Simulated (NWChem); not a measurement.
Molecule: carbon disulfide (CS₂); SMILES C(=S)=S

Results from NWChem. Geometry: optimised at B3LYP/6-31G* (spherical d). Level: PBE0/def2-SVP with COSMO at NWChem's default radii, gas-phase geometry; the question gives the dielectric constant.

Predict the results for dielectric constant 7.6. Quantities: electrostatic solvation energy (kcal/mol).


```
Property                                   Value
-----------------------------------------  -----
electrostatic solvation energy (kcal/mol)   -0.2
```
